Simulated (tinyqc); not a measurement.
Worked calculation: MP2 on RHF in the sto-3g basis, for HF, spin multiplicity 1. One step of it, computed by the program tinyqc.

Question. Integrals over molecular orbitals. (pq|rs) = sum C_ip C_jq C_kr C_ls (ij|kl), one index at a time.

coefficients C:
```
,MO1,MO2,MO3,MO4,MO5,MO6
1F 1s,0.994753,-0.250922,0.077554,0.000000,0.000000,0.079848
1F 2s,0.022200,0.948391,-0.406889,0.000000,0.000000,-0.508844
1F 2px,0.000000,0.000000,0.000000,0.980339,-0.197322,0.000000
1F 2py,0.000000,0.000000,0.000000,0.197322,0.980339,0.000000
1F 2pz,0.002627,0.076400,0.697436,0.000000,0.000000,-0.815079
2H 1s,-0.005269,0.149063,0.535688,0.000000,0.000000,1.048616
```

core Hamiltonian H = T + V (hartree):
```
,1F 1s,1F 2s,1F 2px,1F 2py,1F 2pz,2H 1s
1F 1s,-40.575083,-9.520580,0.000000,0.000000,-0.013681,-1.792098
1F 2s,-9.520580,-11.050233,0.000000,0.000000,-0.165428,-3.777423
1F 2px,0.000000,0.000000,-8.712640,0.000000,0.000000,0.000000
1F 2py,0.000000,0.000000,0.000000,-8.712640,0.000000,0.000000
1F 2pz,-0.013681,-0.165428,0.000000,0.000000,-8.816830,-2.491814
2H 1s,-1.792098,-3.777423,0.000000,0.000000,-2.491814,-5.240671
```

Two-electron integrals (ij|kl) in chemists' order, unique and non-zero (hartree):
```
i,j,k,l,(ij|kl)
1,1,1,1,5.403501
2,1,1,1,0.841920
2,1,2,1,0.156299
2,2,1,1,1.268028
2,2,2,1,0.292344
2,2,2,2,0.926167
3,1,3,1,0.027998
3,2,3,1,0.043169
3,2,3,2,0.204588
3,3,1,1,1.264502
3,3,2,1,0.292403
3,3,2,2,0.925959
3,3,3,3,0.997514
4,1,4,1,0.027998
4,2,4,1,0.043169
4,2,4,2,0.204588
4,3,4,3,0.053770
4,4,1,1,1.264502
4,4,2,1,0.292403
4,4,2,2,0.925959
4,4,3,3,0.889973
4,4,4,4,0.997514
5,1,5,1,0.027998
5,2,5,1,0.043169
5,2,5,2,0.204588
5,3,5,3,0.053770
5,4,5,4,0.053770
5,5,1,1,1.264502
5,5,2,1,0.292403
5,5,2,2,0.925959
5,5,3,3,0.889973
5,5,4,4,0.889973
5,5,5,5,0.997514
6,1,1,1,0.159734
6,1,2,1,0.029391
6,1,2,2,0.054583
6,1,3,3,0.054501
6,1,4,4,0.054501
6,1,5,1,0.001205
6,1,5,2,0.002251
6,1,5,5,0.054754
6,1,6,1,0.005584
6,2,1,1,0.390304
6,2,2,1,0.091132
6,2,2,2,0.320474
6,2,3,3,0.315885
6,2,4,4,0.315885
6,2,5,1,0.006191
6,2,5,2,0.047613
6,2,5,5,0.329345
6,2,6,1,0.017369
6,2,6,2,0.134620
6,3,3,1,0.009710
6,3,3,2,0.056891
6,3,5,3,0.010110
6,3,6,3,0.020311
6,4,4,1,0.009710
6,4,4,2,0.056891
6,4,5,4,0.010110
6,4,6,4,0.020311
6,5,1,1,0.259415
6,5,2,1,0.061369
6,5,2,2,0.231077
6,5,3,3,0.221082
6,5,4,4,0.221082
6,5,5,1,0.013368
6,5,5,2,0.089622
6,5,5,5,0.250807
6,5,6,1,0.012206
6,5,6,2,0.118968
6,5,6,5,0.124672
6,6,1,1,0.529882
6,6,2,1,0.125760
6,6,2,2,0.508942
6,6,3,3,0.491183
6,6,4,4,0.491183
6,6,5,1,0.011142
6,6,5,2,0.119402
6,6,5,5,0.543859
6,6,6,1,0.024142
6,6,6,2,0.269210
6,6,6,5,0.276335
6,6,6,6,0.774606
```

Give: one-electron integrals over orbitals h = C^T H C; Two-electron integrals over orbitals.

Answer.

one-electron integrals over orbitals h = C^T H C (hartree):
```
,1,2,3,4,5,6
1,-40.5569,0.7052,-0.2082,0.0000,0.0000,-0.2179
2,0.7052,-9.1446,0.5604,0.0000,0.0000,1.1536
3,-0.2082,0.5604,-7.5369,0.0000,0.0000,1.9027
4,0.0000,0.0000,0.0000,-8.7126,0.0000,0.0000
5,0.0000,0.0000,0.0000,0.0000,-8.7126,0.0000
6,-0.2179,1.1536,1.9027,0.0000,0.0000,-6.1112
```

Two-electron integrals over orbitals (pq|rs), unique and non-zero (hartree):
```
p,q,r,s,(pq|rs)
1,1,1,1,5.3626
2,1,1,1,-0.5063
2,1,2,1,0.0756
2,2,1,1,1.2028
2,2,2,1,-0.0200
2,2,2,2,0.8574
3,1,1,1,0.1560
3,1,2,1,-0.0215
3,1,2,2,0.0127
3,1,3,1,0.0226
3,2,1,1,-0.1440
3,2,2,1,0.0084
3,2,2,2,-0.0227
3,2,3,1,0.0209
3,2,3,2,0.1562
3,3,1,1,0.9930
3,3,2,1,-0.0108
3,3,2,2,0.7499
3,3,3,1,-0.0052
3,3,3,2,-0.0456
3,3,3,3,0.7586
4,1,4,1,0.0296
4,2,4,1,0.0392
4,2,4,2,0.1816
4,3,4,1,-0.0111
4,3,4,2,-0.0417
4,3,4,3,0.0469
4,4,1,1,1.2640
4,4,2,1,-0.0145
4,4,2,2,0.8797
4,4,3,1,0.0045
4,4,3,2,-0.0773
4,4,3,3,0.7483
4,4,4,4,0.9975
5,1,5,1,0.0296
5,2,5,1,0.0392
5,2,5,2,0.1816
5,3,5,1,-0.0111
5,3,5,2,-0.0417
5,3,5,3,0.0469
5,4,5,4,0.0538
5,5,1,1,1.2640
5,5,2,1,-0.0145
5,5,2,2,0.8797
5,5,3,1,0.0045
5,5,3,2,-0.0773
5,5,3,3,0.7483
5,5,4,4,0.8900
5,5,5,5,0.9975
6,1,1,1,0.1620
6,1,2,1,-0.0262
6,1,2,2,0.0005
6,1,3,1,-0.0088
6,1,3,2,-0.0250
6,1,3,3,0.0118
6,1,4,4,0.0045
6,1,5,5,0.0045
6,1,6,1,0.0253
6,2,1,1,-0.2370
6,2,2,1,0.0053
6,2,2,2,-0.1259
6,2,3,1,-0.0202
6,2,3,2,-0.0487
6,2,3,3,-0.0361
6,2,4,4,-0.1240
6,2,5,5,-0.1240
6,2,6,1,0.0160
6,2,6,2,0.0964
6,3,1,1,-0.3622
6,3,2,1,0.0063
6,3,2,2,-0.1717
6,3,3,1,0.0022
6,3,3,2,0.0943
6,3,3,3,-0.1213
6,3,4,4,-0.2005
6,3,5,5,-0.2005
6,3,6,1,-0.0063
6,3,6,2,0.0555
6,3,6,3,0.1812
6,4,4,1,-0.0104
6,4,4,2,-0.0413
6,4,4,3,-0.0153
6,4,6,4,0.0313
6,5,5,1,-0.0104
6,5,5,2,-0.0413
6,5,5,3,-0.0153
6,5,6,5,0.0313
6,6,1,1,0.8836
6,6,2,1,-0.0090
6,6,2,2,0.6786
6,6,3,1,0.0154
6,6,3,2,0.0689
6,6,3,3,0.6688
6,6,4,4,0.6495
6,6,5,5,0.6495
6,6,6,1,-0.0096
6,6,6,2,-0.0661
6,6,6,3,-0.0154
6,6,6,6,0.7115
```
